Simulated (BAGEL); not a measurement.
# doublet [CH8NSi]2+: levels of theory compared

We compute a comparison of 5 runs (UHF/3-21G, ROHF/6-31G*, UHF/6-31G*, ROHF/cc-pVDZ, UHF/cc-pVDZ) of doublet [CH8NSi]2+. 

The calculation is run with BAGEL 1.2.2.

3 further runs of the same task are left out: 1 that didn't finish, 2 set aside as unsound or not needed.

### Step 1. Starting point

The species is [CH8NSi]2+ (11 atoms), meant as a doublet with charge +2. As SMILES of the parent species, `C[NH2+][SiH3]`. The shape is that of a GFN2-xTB optimisation. That shape belongs to the parent species and isn't relaxed for this state.

Bond lengths: C1–N2 1.477 Å, N2–Si3 1.922 Å, C1–H4 1.089 Å, C1–H5 1.087 Å, C1–H6 1.087 Å, N2–H7 1.023 Å, N2–H8 1.023 Å, Si3–H9 1.456 Å, Si3–H10 1.456 Å, Si3–H11 1.456 Å. Some angles: C1–N2–Si3 114.5°, C1–N2–H7 108.3°, C1–N2–H8 108.3°, Si3–N2–H7 109.9°, Si3–N2–H8 109.8°, N2–C1–H4 111.2°, N2–C1–H5 109.7°, N2–C1–H6 109.7°, N2–Si3–H9 99.8°, N2–Si3–H10 100.6°.

### Step 2. The energy at UHF/3-21G (density fitting with qzvpp-jkfit) (run 1)

input.json

```json
{ "bagel" : [

{
  "title" : "molecule",
  "basis" : "3-21g",
  "df_basis" : "qzvpp-jkfit",
  "angstrom" : true,
  "geometry" : [
    { "atom" : "C", "xyz" : [    1.341980,    0.182730,   -0.100950 ] },
    { "atom" : "N", "xyz" : [    0.121750,   -0.300820,    0.575810 ] },
    { "atom" : "Si", "xyz" : [   -1.510490,    0.059300,   -0.373650 ] },
    { "atom" : "H", "xyz" : [    2.232460,   -0.047670,    0.481760 ] },
    { "atom" : "H", "xyz" : [    1.431870,   -0.288850,   -1.076320 ] },
    { "atom" : "H", "xyz" : [    1.283370,    1.259400,   -0.237710 ] },
    { "atom" : "H", "xyz" : [    0.082650,    0.120440,    1.506990 ] },
    { "atom" : "H", "xyz" : [    0.217210,   -1.307590,    0.729890 ] },
    { "atom" : "H", "xyz" : [   -2.468530,   -0.542200,    0.543280 ] },
    { "atom" : "H", "xyz" : [   -1.473520,    1.514000,   -0.428550 ] },
    { "atom" : "H", "xyz" : [   -1.258750,   -0.648730,   -1.620530 ] }
  ]
},
{
  "title" : "uhf",
  "charge" : 2,
  "nopen" : 1
},
{
  "title" : "print",
  "file" : "orbitals.molden",
  "orbitals" : true
}

]}
```

On the command line:

```console
$ BAGEL_NUM_THREADS=1 BAGEL input.json > input.out
```

Output:

```text
* using 1 threads per process

  ===============================================================
  ===============================================================

  *** Geometry ***

  { "atom" : "C", "xyz" : [      2.535975,      0.345310,     -0.190768 ] },
  { "atom" : "N", "xyz" : [      0.230074,     -0.568467,      1.088123 ] },
  { "atom" : "Si", "xyz" : [     -2.854412,      0.112061,     -0.706096 ] },
  { "atom" : "H", "xyz" : [      4.218738,     -0.090083,      0.910394 ] },
  { "atom" : "H", "xyz" : [      2.705842,     -0.545847,     -2.033950 ] },
  { "atom" : "H", "xyz" : [      2.425218,      2.379921,     -0.449207 ] },
  { "atom" : "H", "xyz" : [      0.156186,      0.227599,      2.847798 ] },
  { "atom" : "H", "xyz" : [      0.410467,     -2.470987,      1.379292 ] },
  { "atom" : "H", "xyz" : [     -4.664846,     -1.024610,      1.026650 ] },
  { "atom" : "H", "xyz" : [     -2.784549,      2.861045,     -0.809842 ] },
  { "atom" : "H", "xyz" : [     -2.378693,     -1.225922,     -3.062358 ] },

  Number of auxiliary basis functions:      424

  Since a DF basis is specified, we compute 2- and 3-index integrals:
    o Being stored without compression. Storage requirement is 0.007 GB

  Number of basis functions:       47
  Number of electrons      :       35

    * METHOD: MOLECULE                             0.28

  *** Open-shell HF ***

  === Nuclear Repulsion ===
   122.5147837806

      * DIIS with orbital gradients will be used.

  === UHF iteration (3-21g) ===
      0       -382.87086311          0.02938566           0.07
      1       -382.96166194          0.00775259           0.07
      2       -382.97001874          0.00445034           0.08
      3       -382.97309710          0.00278432           0.07
      4       -382.97585707          0.00184586           0.08
      5       -382.97770046          0.00081280           0.08
[... 28 lines of this table left out ...]
     34       -382.97856246          0.00000001           0.08
     35       -382.97856246          0.00000001           0.08
    * SCF iteration converged.

    * S^2 (UHF) is 0.7641

    * Permanent dipole moment:
           (    1.787633,     0.468721,    -0.533141) a.u.

    * METHOD: UHF                                  2.80

    * METHOD: PRINT                                0.01

  ===============================================================
```

Wall time 3.3 s (1 thread of Intel Xeon Platinum 8375C at 2.90GHz (Ice Lake), shared host); peak memory 0.08 GiB.

### Step 3. The energy at ROHF/6-31G(d) (density fitting with qzvpp-jkfit, spherical functions) (run 2)

input.json

```json
{ "bagel": [

{
  "title": "molecule",
  "basis": "6-31gs.json",
  "df_basis": "qzvpp-jkfit",
  "angstrom": true,
  "geometry": [
    { "atom": "C", "xyz": [    1.341980,    0.182730,   -0.100950 ] },
    { "atom": "N", "xyz": [    0.121750,   -0.300820,    0.575810 ] },
    { "atom": "Si", "xyz": [   -1.510490,    0.059300,   -0.373650 ] },
    { "atom": "H", "xyz": [    2.232460,   -0.047670,    0.481760 ] },
    { "atom": "H", "xyz": [    1.431870,   -0.288850,   -1.076320 ] },
    { "atom": "H", "xyz": [    1.283370,    1.259400,   -0.237710 ] },
    { "atom": "H", "xyz": [    0.082650,    0.120440,    1.506990 ] },
    { "atom": "H", "xyz": [    0.217210,   -1.307590,    0.729890 ] },
    { "atom": "H", "xyz": [   -2.468530,   -0.542200,    0.543280 ] },
    { "atom": "H", "xyz": [   -1.473520,    1.514000,   -0.428550 ] },
    { "atom": "H", "xyz": [   -1.258750,   -0.648730,   -1.620530 ] }
  ]
},
{
  "title": "rohf",
  "charge": 2,
  "nopen": 1
},
{
  "title": "print",
  "file": "orbitals.molden",
  "orbitals": true
}

]}
```

The basis set 6-31G* is read from a file made from the Basis Set Exchange's data (not shown).

On the command line:

```console
$ BAGEL_NUM_THREADS=1 BAGEL input.json > input.out
```

Output:

```text
* using 1 threads per process

  ===============================================================
  ===============================================================

  *** Geometry ***

  { "atom" : "C", "xyz" : [      2.535975,      0.345310,     -0.190768 ] },
  { "atom" : "N", "xyz" : [      0.230074,     -0.568467,      1.088123 ] },
  { "atom" : "Si", "xyz" : [     -2.854412,      0.112061,     -0.706096 ] },
  { "atom" : "H", "xyz" : [      4.218738,     -0.090083,      0.910394 ] },
  { "atom" : "H", "xyz" : [      2.705842,     -0.545847,     -2.033950 ] },
  { "atom" : "H", "xyz" : [      2.425218,      2.379921,     -0.449207 ] },
  { "atom" : "H", "xyz" : [      0.156186,      0.227599,      2.847798 ] },
  { "atom" : "H", "xyz" : [      0.410467,     -2.470987,      1.379292 ] },
  { "atom" : "H", "xyz" : [     -4.664846,     -1.024610,      1.026650 ] },
  { "atom" : "H", "xyz" : [     -2.784549,      2.861045,     -0.809842 ] },
  { "atom" : "H", "xyz" : [     -2.378693,     -1.225922,     -3.062358 ] },

  Number of auxiliary basis functions:      424

  Since a DF basis is specified, we compute 2- and 3-index integrals:
    o Being stored without compression. Storage requirement is 0.013 GB

  Number of basis functions:       62
  Number of electrons      :       35

    * METHOD: MOLECULE                             0.25

  *** Open-shell HF ***

  === Nuclear Repulsion ===
   122.5147837806

      * DIIS with orbital gradients will be used.

  === ROHF iteration (6-31gs.json) ===
      0       -384.86416704          0.03422087           0.08
      1       -384.98930138          0.01457129           0.09
      2       -385.00532738          0.00866071           0.07
      3       -385.01183700          0.00286348           0.07
      4       -385.01427271          0.00160618           0.07
      5       -385.01536523          0.00072542           0.07
[... 13 lines of this table left out ...]
     19       -385.01594523          0.00000002           0.07
     20       -385.01594523          0.00000001           0.07
    * SCF iteration converged.

    * S^2 (ROHF) is 0.7500

    * Permanent dipole moment:
           (    1.864837,     0.541637,    -0.654961) a.u.

    * METHOD: ROHF                                 1.71

    * METHOD: PRINT                                0.01

  ===============================================================
```

It took 2.2 s on 1 thread of Intel Xeon Platinum 8375C at 2.90GHz (Ice Lake), shared host; peak memory 0.083 GiB.

Runs 3 to 4 aren't shown in full; the table further down has their settings and results.

### Step 4. The energy at UHF/cc-pVDZ (density fitting with qzvpp-jkfit) (run 5)

input.json: that of step 3 with these lines changed.

```diff
@@ -4,3 +4,3 @@
   "title": "molecule",
-  "basis": "6-31gs.json",
+  "basis": "cc-pvdz.json",
   "df_basis": "qzvpp-jkfit",
@@ -22,3 +22,3 @@
 {
-  "title": "rohf",
+  "title": "uhf",
   "charge": 2,
```

The basis set cc-pVDZ is read from a file made from the Basis Set Exchange's data (not shown).

On the command line:

```console
$ BAGEL_NUM_THREADS=1 BAGEL input.json > input.out
```

Output:

```text
* using 1 threads per process

  ===============================================================
  ===============================================================

  *** Geometry ***

  { "atom" : "C", "xyz" : [      2.535975,      0.345310,     -0.190768 ] },
  { "atom" : "N", "xyz" : [      0.230074,     -0.568467,      1.088123 ] },
  { "atom" : "Si", "xyz" : [     -2.854412,      0.112061,     -0.706096 ] },
  { "atom" : "H", "xyz" : [      4.218738,     -0.090083,      0.910394 ] },
  { "atom" : "H", "xyz" : [      2.705842,     -0.545847,     -2.033950 ] },
  { "atom" : "H", "xyz" : [      2.425218,      2.379921,     -0.449207 ] },
  { "atom" : "H", "xyz" : [      0.156186,      0.227599,      2.847798 ] },
  { "atom" : "H", "xyz" : [      0.410467,     -2.470987,      1.379292 ] },
  { "atom" : "H", "xyz" : [     -4.664846,     -1.024610,      1.026650 ] },
  { "atom" : "H", "xyz" : [     -2.784549,      2.861045,     -0.809842 ] },
  { "atom" : "H", "xyz" : [     -2.378693,     -1.225922,     -3.062358 ] },

  Number of auxiliary basis functions:      424

  Since a DF basis is specified, we compute 2- and 3-index integrals:
    o Being stored without compression. Storage requirement is 0.025 GB

  Number of basis functions:       86
  Number of electrons      :       35

    * METHOD: MOLECULE                             0.22

  *** Open-shell HF ***

  === Nuclear Repulsion ===
   122.5147837806

      * DIIS with orbital gradients will be used.

  === UHF iteration (cc-pvdz.json) ===
      0       -384.89878797          0.02088805           0.10
      1       -385.01335493          0.01063137           0.11
      2       -385.02957856          0.00614326           0.10
      3       -385.03653071          0.00217942           0.10
      4       -385.04138239          0.00166614           0.10
      5       -385.04675665          0.00100530           0.10
[... 27 lines of this table left out ...]
     33       -385.05060733          0.00000001           0.13
     34       -385.05060733          0.00000001           0.13
    * SCF iteration converged.

    * S^2 (UHF) is 0.7654

    * Permanent dipole moment:
           (    1.806501,     0.496695,    -0.581957) a.u.

    * METHOD: UHF                                  3.92

    * METHOD: PRINT                                0.02

  ===============================================================
```

Wall time 4.5 s (1 thread of Intel Xeon Platinum 8375C at 2.90GHz (Ice Lake), shared host); peak memory 0.1 GiB.

### Step 5. The series

```csv
run,level,energy (Eh),⟨S²⟩,wall time
1,UHF/3-21G (density fitting with qzvpp-jkfit),-382.978562,0.764,3.3 s
2,"ROHF/6-31G* (density fitting with qzvpp-jkfit, spherical functions)",-385.015945,0.750,2.2 s
3,"UHF/6-31G* (density fitting with qzvpp-jkfit, spherical functions)",-385.018775,0.764,4.2 s
4,ROHF/cc-pVDZ (density fitting with qzvpp-jkfit),-385.047562,0.750,3.3 s
5,UHF/cc-pVDZ (density fitting with qzvpp-jkfit),-385.050607,0.765,4.5 s
```

### Step 6. Summary of results

| quantity | value |
| --- | --- |
| run 5: total energy | -385.05061 Eh |
| run 5: ⟨S²⟩ | 0.765 |

Over the runs the total energy spans 56.383 eV. All runs together took 18 s, the longest 4.5 s.
